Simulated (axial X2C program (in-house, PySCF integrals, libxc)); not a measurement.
## Which molecule has these constants?

Calculated with an axial X2C code built on PySCF integrals, spin-free (one-electron X2C) or two-component (2c: spin–orbit coupling with atomic mean-field Coulomb and Gaunt terms, which also bring small scalar terms), in Dyall basis sets with cores contracted in-house; open shells are unrestricted.

A two-component PBE0 calculation in a Dyall 3-zeta basis gave Re = 3.034 Å, ωe = 228.5 cm⁻¹, De = 1.28 eV, Ω = 1/2.

Question: Which molecule is it?
A. LiNa⁺
B. LiSi⁺
C. LiMg⁺
D. LiAl⁺
E. LiP⁺

Answer: D. The others have LiMg⁺ 2.893 Å and 268.4 cm⁻¹ (Ω = 0); LiSi⁺ 2.765 Å and 265.1 cm⁻¹ (Ω = 2); LiP⁺ 2.642 Å and 253.1 cm⁻¹ (Ω = 3/2); LiNa⁺ 3.376 Å and 181.5 cm⁻¹ (Ω = 1/2).

Each entry is the lowest single determinant of a limited PBE0 search at one distance. De goes to single-determinant-based atoms at the same level (for ions the charge split of lowest energy) and is withheld (n/a) where an atom does not fit its ground term or J level. Main or longest-lived isotopes. One determinant is a doubtful description, or other states lie close, for LiSi⁺, LiP⁺; these need not be ground states, and all values refer to the states named. Some open-shell Ω = 0 determinants are out of reach, so the Ω given for LiSi⁺ need not be the lowest component. With several unpaired electrons the Ω given is that of one determinant, not necessarily of the lowest component. Some light 2c atoms are not at their ground J level, so De misses part of their lowering (0.04 eV or less). The functionals have no current term, which raises determinants with orbital currents. Where the atoms have a lower orbital projection than the molecule, De at mean-field level may be about a tenth of an eV too small.
